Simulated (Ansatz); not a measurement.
Process, species as SMILES: N (NH3) → NH3+ (doublet, bonded as N) + e-
B3LYP-D3(BJ)/def2-TZVP geometries, fixed; electronic energies without zero-point terms.

Basis-set convergence of the adiabatic ionisation energy at PBE0 with Ansatz (an electronic-structure program). Cartesian d functions, on some or all atoms, in 6-31G*, 6-31+G*, 6-31G**; all else is spherical. The program fits the integrals of some runs and decomposes those of others, by size. Open shells are unrestricted. No added dispersion term, no relativity. Functions are those of the species that has most. Reference: the value in pcseg-4, 10.075 eV, itself unsure by roughly 0.003 eV (its mean distance from aug-pcseg-3, aug-cc-pVQZ, cc-pV5Z). Deviations are taken from unrounded values.

```tsv
basis	functions
STO-3G	8
3-21G	15
6-31G	15
6-31G*	21
6-31+G*	25
6-31G**	30
6-311G**	36
6-311+G**	40
aug-cc-pVDZ	50
6-311++G(2d,2p)	57
jun-cc-pV(T+d)Z	81
6-311++G(3df,3pd)	93
aug-cc-pVTZ	115
aug-cc-pVQZ	218
```

Which is the smallest set listed that can be trusted to 0.1 eV here, that is, within that of the reference together with its larger relatives (same family, alike in diffuse functions; a set with none to test it counts only in the reference's own line)?

The smallest set listed that lies within 0.1 eV of the reference with all its larger relatives (same family, alike in diffuse functions; a set with none counts only in the reference's own line) is 6-31+G* (25 functions, -0.084 eV off). Value minus reference: STO-3G -2.010, 3-21G -0.835, 6-31G -0.581, 6-31G* -0.291, 6-31+G* -0.084, 6-31G** -0.284, 6-311G** -0.188, 6-311+G** -0.035, aug-cc-pVDZ -0.020, 6-311++G(2d,2p) 0.002, jun-cc-pV(T+d)Z -0.003, 6-311++G(3df,3pd) 0.009, aug-cc-pVTZ -0.003, aug-cc-pVQZ 0.001 eV.
